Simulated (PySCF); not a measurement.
## The electron affinity along the alkali metals

Calculated with PySCF 2.14 from differences of total energies of unrestricted determinants, without spin-orbit coupling. Values in eV. The last column holds reference values (measured affinities from photodetachment; the arrow runs from anion to atom). Unmarked ones compare directly (S terms, centres of terms, or small fine structure); those marked * lie between the lowest fine-structure levels and include a spin-orbit shift.

```
                          element       configurations     UHF  MP2 (valence)  SCS-MP2 (valence)  CCSD (valence)  CCSD(T) (valence)  CCSDT (valence)  reference
Li (dyall-av2z, non-relativistic)  [He] 2s2 → [He] 2s1  -0.124          0.271              0.350           0.612              0.612            0.612      0.618
 K (dyall-av2z, non-relativistic)  [Ar] 4s2 → [Ar] 4s1  -0.081          0.219              0.280           0.490              0.490            0.490      0.501
Rb (dyall-av2z, non-relativistic)  [Kr] 5s2 → [Kr] 5s1  -0.073          0.210              0.266           0.467              0.467            0.467      0.486
Cs (dyall-av2z, non-relativistic)  [Xe] 6s2 → [Xe] 6s1  -0.064          0.201              0.254           0.449              0.449            0.449      0.472
```

```
           method  elements  mean error (eV)  mean absolute error (eV)  largest error (eV)
              UHF         4           -0.605                     0.605              -0.742
    MP2 (valence)         4           -0.294                     0.294              -0.347
SCS-MP2 (valence)         4           -0.232                     0.232              -0.268
   CCSD (valence)         4           -0.015                     0.015              -0.023
CCSD(T) (valence)         4           -0.015                     0.015              -0.023
  CCSDT (valence)         4           -0.015                     0.015              -0.023
```

Errors include the incompleteness of the basis and the frozen core.

"Valence" correlates the outer s and p shells and, in groups 3 to 12 and the f block, the outer d or f shell, open or full, or the next shell where the ion has no valence electron left; the wider scheme adds the next inner shell.
